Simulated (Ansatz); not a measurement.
# Mg: a prediction, then the measurements

Method: DFT r2SCAN, scalar-relativistic, plane waves, PAW in Ansatz.

Settings: cutoff 500 eV, Γ-centred mesh 18×18×8 on the computed 2-atom cell, Gaussian smearing of 0.10 eV; no spin polarisation.

Relaxed structure, symmetry kept:

```xyz
2
Lattice="3.1896 0.0000 0.0000 -1.5948 2.7622 0.0000 0.0000 0.0000 5.1170" Properties=species:S:1:pos:R:3 pbc="T T T"
Mg    0.0000    1.8415    1.2792
Mg    1.5948    0.9207    3.8377
```

```
Space group                                                       : P6_3/mmc (No. 194)
Volume per atom                                                   : 22.54 Å³
Formation energy from the elements' standard states (uncorrected) : -0.003 eV/atom
Generalised Kohn–Sham band gap                                    : none (metal)
Density of states at the Fermi level                              : 0.69 states/eV per cell
Bulk modulus                                                      : 40 GPa
Its pressure derivative                                           : 3.9
```

**Experimental background.**

“Thermoelastic equation of state and melting of Mg metal at high pressure and high temperature”, 2019, arxiv:1909.00645 quotes, for a powder of Mg at 300 K: lattice constant a 3.209 ± 0.002 Å; lattice constant c 5.211 ± 0.003 Å; bulk modulus 32.5 ± 0.4 GPa.

A measured lattice constant a of Mg is 3.209 Å (300 K; powder; quoted in the paper above); the calculated 3.190 Å misses it by -0.6 %. Measured lattice constant c of Mg: 5.211 Å (300 K; powder; quoted in the paper above). This calculation gives 5.117 Å (-1.8 %). 2 values of this kind are on record (5.211 to 5.213 Å); this one was drawn at random, those with a stated uncertainty first. The calculation is for 0 K without zero-point motion. Against the measured bulk modulus of Mg, 32.5 GPa (300 K; powder; quoted in the paper above), the calculated 40 GPa is off by +22.5 %.

Cost: 6 runs of about 3 core-minutes in all, on Arm Neoverse V2 (shared hosts).